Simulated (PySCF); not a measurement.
Reaction (SMILES): O=C=N + 4 [H][H] (H2) → C (CH4) + N (NH3) + O (H2O)
B3LYP-D3(BJ)/def2-TZVP geometries, fixed; electronic energies without zero-point terms.
Largest species:
```
C
H 1 1.0892
H 1 1.0892 2 109.47
H 1 1.0892 2 109.47 3 120.00
H 1 1.0892 2 109.47 3 -120.00
```
Charge 0, spin multiplicity 1.

Effect of the SCF energy threshold at HF/aug-cc-pVTZ with PySCF, against the last row, where the energy of full hydrogenation is -81.54 kcal/mol.

| setting | SCF cycles, largest species | largest shift of a total energy (mEh) | shift of the energy of full hydrogenation (kcal/mol) |
|---|---|---|---|
| conv_tol: 1e-4 | 4 | 0.005 | -0.003 |
| conv_tol: 1e-5 | 4 | 0.001 | -0.001 |
| conv_tol: 1e-6 | 6 | 0.000 | 0.000 |
| conv_tol: 1e-7 | 6 | 0.000 | 0.000 |
| conv_tol: 1e-11 | 8 | 0.000 | 0.000 |

Within 0.02 kcal/mol in the energy of full hydrogenation: conv_tol: 1e-4; conv_tol: 1e-5; conv_tol: 1e-6; conv_tol: 1e-7. The largest shift is 0.005 mEh in a total energy and 0.003 kcal/mol in the difference.
